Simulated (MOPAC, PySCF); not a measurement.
CH₄, SMILES `C`, neutral singlet in the gas phase. 

Z-matrix (Å, degrees):
```
C
H 1 1.0891
H 1 1.0891 2 109.47
H 1 1.0891 2 109.47 3 -120.00
H 1 1.0891 2 109.47 3 120.00
```
Charge 0, spin multiplicity 1.

All levels are single points at this geometry (r2SCAN-D4/def2-TZVP); Pople sets use spherical d functions. Orbital energies aren't observables, and empty levels follow the basis.

B3LYP/3-21G in PySCF gives HOMO (eV) = -10.60.

Task: Estimate the HOMO (eV) from each of these levels: PBE-D3(BJ)/def2-TZVP in PySCF; r2SCAN-D4/def2-TZVP in PySCF; B3LYP/6-311+G** in PySCF; B3LYP/6-31G* in PySCF; M06-2X/6-31G* in PySCF; HF/3-21G in PySCF; PM3 in MOPAC; PM7 in MOPAC.

Result: 
```csv
level,HOMO (eV)
PBE-D3(BJ)/def2-TZVP in PySCF,-9.44
r2SCAN-D4/def2-TZVP in PySCF,-9.81
B3LYP/6-311+G** in PySCF,-10.77
B3LYP/6-31G* in PySCF,-10.61
M06-2X/6-31G* in PySCF,-12.33
HF/3-21G in PySCF,-14.78
PM3 in MOPAC,-13.63
PM7 in MOPAC,-13.70
```
